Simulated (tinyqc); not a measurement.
Hueckel theory of the pi electrons, for the molecule [CH2]N=N (SMILES; centres numbered as the heavy atoms are written), step by step. Computed by tinyqc, a small Python program that keeps every step. Settings: charge = 0. Command: `OMP_NUM_THREADS=1 python tinyqc.py 25620 25621 out.jsonl` (the two numbers bound the seeds that draw the settings). One thread of a shared host (Intel(R) Xeon(R) Processor @ 2.60GHz), about 0.01 s of CPU time with the checks.

## The Hueckel matrix

Centres:
```
centre  z_r, pi electrons of the neutral centre       h
1C                                            1  0.0000
2N                                            1  0.5100
3N                                            1  0.5100
```

Bonds:
```
i  j       k
1  2       1
2  3  1.0600
```

H_rr = alpha + h_r beta, H_rs = k_rs beta for bonded centres.

Hueckel matrix in units of beta (H = alpha + beta A), lower triangle:
```
        1C      2N      3N
1C  0.0000
2N  1.0000  0.5100
3N  0.0000  1.0600  0.5100
```

## Orbitals

pi electrons, sum of z_r less the charge = 3

Diagonalise; E = alpha + x beta with beta < 0, so the largest x are filled first; degenerate levels share their electrons. P = sum n_i c_ri c_si; each orbital has its largest coefficient positive (the first on a tie).

x values: 1.8705  0.2482  -1.0987

occupations: 2.0000  1.0000  0.0000

coefficients:
```
       MO1      MO2      MO3
1C  0.3886  -0.6949  -0.6051
2N  0.7268  -0.1724   0.6648
3N  0.5663   0.6981  -0.4381
```

charge and bond-order matrix P, lower triangle:
```
         1C      2N      3N
1C   0.7849
2N   0.6847  1.0863
3N  -0.0450  0.7028  1.1288
```

## Energy, charges, bond orders

E = sum n x; q_r = z_r - P_rr; bond order p = P_rs; free valence = sqrt(3) - sum of p over the bonds of the atom.

pi energy = 3 alpha + this times beta = 3.9892

pi charges: 1C 0.2151, 2N -0.0863, 3N -0.1288

Bond orders and lengths from R = 1.517 - 0.180 p (angstrom, C-C alone):
```
bond       p  R
1-2   0.6847  -
2-3   0.7028  -
```

free valence of the carbons: 1C 1.0473

gap between the highest filled and the next level = 1.3468 |beta|
